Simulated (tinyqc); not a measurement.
Pariser-Parr-Pople SCF with singles CI, for the molecule C=CC=C[CH2+] (SMILES; centres numbered as the heavy atoms are written), step by step. One step of it, computed by the program tinyqc.

Question. Iteration 3: orbitals and new P. Diagonalise F (the basis is taken as orthonormal) and form P = 2 sum c c over the lowest orbitals.

F (eV), order 1C, 2C, 3C, 4C, 5C:
$$\begin{pmatrix}
-9.967709 & -5.389480 & -0.871197 & 0.359205 & 0.364082 \\
-5.389480 & -11.960302 & -4.529101 & 0.159325 & 0.359205 \\
-0.871197 & -4.529101 & -10.584392 & -4.529101 & -0.871197 \\
0.359205 & 0.159325 & -4.529101 & -11.960302 & -5.389480 \\
0.364082 & 0.359205 & -0.871197 & -5.389480 & -9.967709
\end{pmatrix}$$

pi electrons, sum of z_r less the charge = 4

Give: orbital energies; P after iteration 3.

Answer.

orbital energies (eV): [-19.7522, -17.0435, -8.7826, -5.4079, -3.4542]

P after iteration 3, order 1C, 2C, 3C, 4C, 5C:
$$\begin{pmatrix}
0.6014 & 0.7961 & 0.3324 & -0.1920 & -0.2449 \\
0.7961 & 1.0887 & 0.5632 & -0.0649 & -0.1920 \\
0.3324 & 0.5632 & 0.6196 & 0.5632 & 0.3324 \\
-0.1920 & -0.0649 & 0.5632 & 1.0887 & 0.7961 \\
-0.2449 & -0.1920 & 0.3324 & 0.7961 & 0.6014
\end{pmatrix}$$
